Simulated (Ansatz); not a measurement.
**AlH2⁻, singlet: the ladder up to full CI**

Geometry: a PBE0/def2-TZVPD stationary point for this spin, not checked as a minimum.

```xyz
3

Al    0.0000   -0.0810    0.0000
H     0.0000    1.0848   -1.2329
H     0.0000    1.0848    1.2329
```

Basis aug-cc-pVDZ; Ansatz 0.2.0. Correlated methods freeze the noble-gas cores, which leaves 6 electrons in 40 orbitals. R marks a restricted (for open shells ROHF) determinant, U an unrestricted one. Active spaces: valence = (6e, 6o) chosen from the atoms' valence shells.

Full CI is exact within this basis and frozen core; it isn't the basis-set limit. The frozen core follows each run's orbitals, which can shift R against U totals by a few meV.

```
UHF ⟨S²⟩                          : 0.496
T1 diagnostic (RCCSD)             : 0.0170
largest doubles amplitude (RCCSD) : 0.100
```

| level | E − E(full CI) (kcal/mol) | share of correlation (%) | wall time |
| --- | --- | --- | --- |
| RHF | 72.89 | 0.00 | – |
| RMP2 | 19.71 | 72.95 | – |
| CISD | 6.15 | 91.56 | 0.79 s |
| RCCSD | 2.27 | 96.88 | – |
| RCCSD(T) | 0.58 | 99.20 | 1 s |
| BCCD(T) | 0.58 | 99.20 | 0.73 s |
| RCCSDT | 0.10 | 99.87 | – |
| CISDTQ | 0.17 | 99.77 | 28 s (H100) |
| RCCSDT(Q) | 0.02 | 99.97 | 3.4 s |
| RCCSDTQ | 0.00 | 100.00 | 19 s (H100) |
| CASSCF (valence space) | 45.12 | 38.10 | – |
| NEVPT2 (valence space) | 17.69 | 75.73 | 0.91 s |
| NEVPT4(SD) (valence space) | 3.93 | 94.61 | 1.2 s |
| MRCISD (valence space) | 2.79 | 96.18 | – |
| MRCISD+Q (valence space) | 0.25 | 99.66 | 1.3 s |

The correlation energy at full CI, counted from RHF, is -3.161 eV. That run took 41 s on 2 threads of AMD EPYC 7R13 with a shared H100 80 GB, shared host over 24,500,738 determinants.

Run but not shown, since their state or frozen core can't be matched to the reference's or they repeat it: UHF, UMP2, UCCSD, UCCSD(T), UCCSDT, UCCSDT(Q), UCCSDTQ.

Times hold each run's SCF and search for its determinant on a shared host, so for small cases they say little of a method's own cost; rows without a card ran on 1 thread of AMD EPYC 7R13.

The full-CI state has the irrep A1 of C2v, in the program's axes.

Natural occupations of full CI about the gap: 1.950 1.935 1.860 0.077 0.042 0.027 0.021 0.015 0.013 0.010; effectively unpaired electrons, Σ n²(2−n)², 0.13.
